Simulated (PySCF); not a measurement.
**Functional dependence of a UV spectrum**

C3H5O2 (charge +1).
SMILES: `COCC#[O+]`

Linear-response calculations in the def2-SVPD basis (PySCF; singlets by full response, triplets Tamm–Dancoff, core orbitals frozen in the response; HF means time-dependent Hartree–Fock). 'Strongest' is the level of largest summed f among the singlets computed (10 roots, of which the last may lack a degenerate partner); it can jump between rows when another state enters that window. S1 is the lowest singlet of each run and needn't be the same state throughout; f(S1) is that of one state. Geometry: PBE0-D3(BJ)/def2-SVP, one conformer, isolated ion.

```json
{"functional": "LDA", "kind": "LDA", "S1 (eV)": "3.39", "f(S1)": "0.010", "strongest (eV)": "6.89", "T1 (eV)": "2.86", "HOMO (eV)": "-12.83", "gap (eV)": "3.04", "ionisation energy, ΔSCF (eV)": "16.57"}
{"functional": "PBE", "kind": "GGA", "S1 (eV)": "3.53", "f(S1)": "0.010", "strongest (eV)": "6.94", "T1 (eV)": "2.94", "HOMO (eV)": "-12.73", "gap (eV)": "3.20", "ionisation energy, ΔSCF (eV)": "16.43"}
{"functional": "B3LYP", "kind": "global hybrid, 20% exact exchange", "S1 (eV)": "4.29", "f(S1)": "0.022", "strongest (eV)": "7.56", "T1 (eV)": "3.67", "HOMO (eV)": "-14.00", "gap (eV)": "5.24", "ionisation energy, ΔSCF (eV)": "16.65"}
{"functional": "PBE0", "kind": "global hybrid, 25% exact exchange", "S1 (eV)": "4.49", "f(S1)": "0.024", "strongest (eV)": "7.85", "T1 (eV)": "3.84", "HOMO (eV)": "-14.23", "gap (eV)": "5.77", "ionisation energy, ΔSCF (eV)": "16.60"}
{"functional": "BHandHLYP", "kind": "global hybrid, 50% exact exchange", "S1 (eV)": "5.54", "f(S1)": "0.028", "strongest (eV)": "8.89", "T1 (eV)": "4.89", "HOMO (eV)": "-15.74", "gap (eV)": "8.50", "ionisation energy, ΔSCF (eV)": "16.65"}
{"functional": "CAM-B3LYP", "kind": "range-separated hybrid", "S1 (eV)": "4.95", "f(S1)": "0.025", "strongest (eV)": "8.33", "T1 (eV)": "4.31", "HOMO (eV)": "-15.63", "gap (eV)": "8.36", "ionisation energy, ΔSCF (eV)": "16.71"}
{"functional": "wB97X-D", "kind": "range-separated hybrid", "S1 (eV)": "4.94", "f(S1)": "0.025", "strongest (eV)": "8.37", "T1 (eV)": "4.32", "HOMO (eV)": "-16.11", "gap (eV)": "9.56", "ionisation energy, ΔSCF (eV)": "16.67"}
{"functional": "LC-wPBE", "kind": "range-separated hybrid", "S1 (eV)": "5.47", "f(S1)": "0.026", "strongest (eV)": "9.08", "T1 (eV)": "4.81", "HOMO (eV)": "-16.92", "gap (eV)": "10.94", "ionisation energy, ΔSCF (eV)": "16.78"}
{"functional": "HF", "kind": "Hartree–Fock", "S1 (eV)": "7.64", "f(S1)": "0.024", "strongest (eV)": "10.39", "T1 (eV)": "6.82", "HOMO (eV)": "-18.22", "gap (eV)": "14.18", "ionisation energy, ΔSCF (eV)": "not settled"}
```

S1 runs from 3.39 eV (LDA) to 7.64 eV (HF), a spread of 4.25 eV, while the orbital gap spreads over 11.1 eV. Along PBE (0%), B3LYP (20%), PBE0 (25%), BHandHLYP (50%), HF (100%) S1 rises with the share of exact exchange. −ε(HOMO) comes closest to its own ΔSCF ionisation energy with LC-wPBE (+0.14 eV) and misses most with LDA (-3.74 eV). 'Not settled' means that the ion's SCF failed to converge or may have ended in another state than the lowest.
